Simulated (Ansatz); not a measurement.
A structure of AlAs relaxed with PBEsol (plane waves to 420 eV, PAW, scalar-relativistic; Ansatz, an electronic-structure program); single points at other levels follow on the same geometry (Ansatz, PAW; HSE06 at 420 eV on a 6×6×6 k-mesh; no spin-orbit coupling). Space group F-43m (No. 216).

```
CELL_PARAMETERS angstrom
      0.00000     2.83733     2.83733
      2.83733     0.00000     2.83733
      2.83733     2.83733     0.00000
ATOMIC_POSITIONS crystal
  Al 0.25000 0.25000 0.25000
  As 0.00000 0.00000 0.00000
```

| level | gap (eV) | kind | conduction minimum |
|---|---|---|---|
| PBEsol | 1.34 | indirect | X |
| HSE06 | ? | – | ? |

Task: What belongs in the gaps?

Result: 
- HSE06, gap (eV): 2.09
- HSE06, conduction minimum: X

HSE06 gaps come from a coarse mesh plus a few chosen points, so they may be too large. No spin polarisation in the result.

Measured for AlAs: a 5.649 Å (static lattice; corrected from measurement; as listed in Daniel Mejia-Rodriguez, S. B. Trickey, Phys. Rev. B (2018)); gap 2.28 eV (static lattice; corrected from measurement; as listed in Wei Chen et al., Physical Review Materials (2018)). Computed minus measured — a: PBEsol +0.5 %; gap: PBEsol -0.94 eV, HSE06 -0.19 eV. The computed values are for a static lattice, and a measured gap can be an optical one, lowered by exciton binding.

The run could not lose the symmetry of its start.
